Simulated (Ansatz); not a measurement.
A made-up structure of CH₃OSi (charge -1), closed shell:

```csv
atom,x (Å),y (Å),z (Å)
O1,-0.3948,-1.0460,-0.7303
C2,-0.1036,-0.6344,0.4728
Si3,0.7007,0.6680,0.2264
H4,-0.6276,-1.8016,-0.4241
H5,0.2226,1.5619,-1.0465
H6,0.2026,1.2521,1.5017
```

It is relaxed with PBE-D4/def2-SVPD and then PBE0-D4/def2-TZVPD (Ansatz 0.2.0). Atoms count as bonded within 1.22 times the sum of their covalent radii (H–H: 0.88 Å). The end point is not checked to be a true minimum.

Does its bonding change? (A judgement: the text doesn't fix the answer.)

The calculation gives: No: no bond forms or breaks.

Where it ends: The first stage lowers the energy by 3.07 eV in 9 steps. It ends as CH₃OSi ([OH][C][SiH2]), total charge -1:
O1  (-0.477, -1.326, -0.792)
C2  (-0.138, -0.726, 0.393)
Si3  (0.724, 0.865, 0.289)
H4  (-0.750, -2.219, -0.571)
H5  (0.312, 1.795, -0.856)
H6  (0.329, 1.611, 1.537)
(Å)

Labels in which every atom is bracketed show which atoms are joined, not bond orders.

For scale, one of the runs: PBE0-D4/def2-TZVPD relaxation, 147 basis functions, launched by `ansatz run in.yaml --threads 2 --pin off --events-out ev --progress --plain --max-ram 4352MiB`. Hardware: 2 CPU threads of an Arm Neoverse V1, shared host. Wall time about 24 s.
